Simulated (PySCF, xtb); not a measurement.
Li₂, SMILES [Li][Li].

GFN2-xTB (xtb) at its own geometry gives an orbital gap of 2.74 eV and a dipole moment of 0.00 D.

Geometry optimised at B3LYP-D3(BJ)/def2-TZVPD.

**Question.** What does CAM-B3LYP/def2-TZVPD (PySCF) give? (The exact figures need the calculation; the answer reports its results.)

**Answer.** gap 3.94 eV (levels -4.61 and -0.67 eV), dipole 0.00 D.
